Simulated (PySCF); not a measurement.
# Which functional comes closest?

Molecule: (CH3)2PPF2 (SMILES P(C)(C)P(F)F).

Numbering as in the mapped SMILES `[CH3:1][P:2]([CH3:3])[P:4]([F:5])[F:6]` (H(Xn): hydrogen on atom n).

Geometry PBE0-D3(BJ)/def2-SVP throughout; GIAO in PySCF 2.14.0 with density-fitted response routines, gas phase, one conformer, non-relativistic; equivalent atoms averaged; basis pcSseg-1.

Reference values (measured; solution; George Maxwell Hunter, The Preparation and Properties of Some Difluorophosphites, PhD thesis, University of Edinburgh, 1981): δ(P4) = 294.0 ppm vs 85 % H3PO4, δ(P2) = -54.0 ppm vs 85 % H3PO4. Computed shifts are taken against H3PO4, calculated as an isolated molecule at each level.

Task: How do the functionals WP04, B97-2, BHandHLYP, CAM-B3LYP, wB97X-D, LC-wPBE perform against the reference? Times are CPU seconds on 1 thread of an Arm Neoverse V1, shared host.

Result: 
| functional | kind | P4 | P2 | mean abs. error P | core-s |
| --- | --- | --- | --- | --- | --- |
| WP04 | global hybrid | 351.3 | -20.1 | 45.6 | 11 |
| B97-2 | global hybrid | 319.7 | -64.0 | 17.8 | 11 |
| BHandHLYP | global hybrid | 315.5 | -63.5 | 15.5 | 10 |
| CAM-B3LYP | range-separated hybrid | 335.5 | -63.7 | 25.6 | 15 |
| wB97X-D | range-separated hybrid | 325.9 | -69.7 | 23.8 | 15 |
| LC-wPBE | range-separated hybrid | 326.8 | -85.0 | 31.9 | 22 |

For 31P the closest is BHandHLYP (15.5 ppm) and the furthest WP04 (45.6 ppm). One molecule is a small sample, and vibrational and solvent effects are absent from the calculation.
